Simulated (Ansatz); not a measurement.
Results of LDA (Ansatz, a first-principles code, plane waves, PAW) for hcp Zn.

The input as run:

Ansatz 0.2 input:
```yaml
crystal:
  lattice:
    - [1.2965051231, -2.2456127454, 0.0]
    - [1.2965051231, 2.2456127454, 0.0]
    - [0.0, 0.0, 4.8662185961]
  atoms:
    - { symbol: Zn, position: [0.3333333333, 0.6666666667, 0.25] }
    - { symbol: Zn, position: [0.6666666667, 0.3333333333, 0.75] }
basis:
  ecutwfc: 520
  ecutrho_ratio: 4
  xc_grid: 2
kpoints:
  mp_grid: { grid: [24, 24, 12] }
hamiltonian:
  xc: lda
  dispersion: none
  pseudopotentials: { kind: paw }
scf:
  occupations: { method: fermi_dirac, width: 0.05 }
output:
  forces: true
  stress: true
  eigenvalues: true
relax:
  f_tol: 0.004
  escape_saddle: false
  max_steps: 80
  cell: { stress_tol: 0.02, fix: [volume] }
```

Excerpt of the program's output:

```
Relaxation: its limit of steps is 80 (relax.max_steps)
Crystal: 2 atoms, lattice volume = 28.335 Å³
Basis set: ecut = 520 eV, 751 PW (Γ), exchange–correlation on 40×40×80 points (8 copies of the dense FFT grid, shifted against one another)
Bands: 16, of which v1, the nominal top of the filled ones, is band 12 counted from 1 (11 counted from 0)
Symmetry: 24 space group operations
Space group: P63/mmc (ITA 194), of the structure as read, at distance tolerance 3.0e-5 Å
k-points: 427 of 6912
Functional: x = slater, c = lda
SCF iter   1: F=—  HF=-6492.505698 eV  |F-HF|=—  |Δ(HF+E_count)|=         —  Δρ=5.87e-3  dr2=3.46e-3
SCF iter   2: F=—  HF=-6492.505146 eV  |F-HF|=—  |Δ(HF+E_count)|=   5.53e-4  Δρ=1.59e-3  dr2=4.79e-4
  ...
SCF 1 converged in 6 iterations: F = -6492.504918 eV  dr2 = 2.38e-9
Crystal: 2 atoms, lattice volume = 28.335 Å³
Basis set: ecut = 520 eV, 775 PW (Γ), exchange–correlation on 40×40×80 points (8 copies of the dense FFT grid, shifted against one another)
Initial density: handed on by an earlier stage of this run
SCF 2 converged in 4 iterations: F = -6492.505950 eV  dr2 = 1.32e-8
Crystal: 2 atoms, lattice volume = 28.335 Å³
Basis set: ecut = 520 eV, 787 PW (Γ), exchange–correlation on 40×40×80 points (8 copies of the dense FFT grid, shifted against one another)
SCF 3 converged in 4 iterations: F = -6492.506540 eV  dr2 = 2.97e-8
Crystal: 2 atoms, lattice volume = 28.335 Å³
SCF 4 converged in 4 iterations: F = -6492.506547 eV  dr2 = 4.27e-10
Crystal: 2 atoms, lattice volume = 28.335 Å³
SCF iter   3: F=—  HF=-6492.506541 eV  |F-HF|=—  |Δ(HF+E_count)|=   3.13e-7  Δρ=1.85e-6  dr2=5.33e-10
SCF iter   4: F=-6492.506541 eV  HF=-6492.506541 eV  |F-HF|=1.82e-12  |Δ(HF+E_count)|=  2.66e-10  Δρ=1.33e-7  dr2=4.96e-13
SCF 5 converged in 4 iterations: F = -6492.506541 eV  dr2 = 4.96e-13
SCF converged after 4 iterations
Free energy (F): -6492.506541 eV
Internal energy: -6492.503551 eV  (E = F + TS)
E sigma→0 (E₀):  -6492.505046 eV
Fermi energy:    11.677147 eV
--- Forces (eV/Å), atoms counted from 1 ---
  atom   1  Zn     0.00000000     0.00000000     0.00000000
  atom   2  Zn     0.00000000    -0.00000000     0.00000000
--- Stress (GPa, compression-positive) ---
       -3.244349       0.000000       0.000000
        0.000000      -3.244349       0.000000
        0.000000       0.000000      -3.233106
  P = ⅓ Tr σ = -3.2406 GPa (-32.406 kbar)
```

The cell is one volume of an energy–volume scan, off the minimum.

The PAW data were made under PBE.
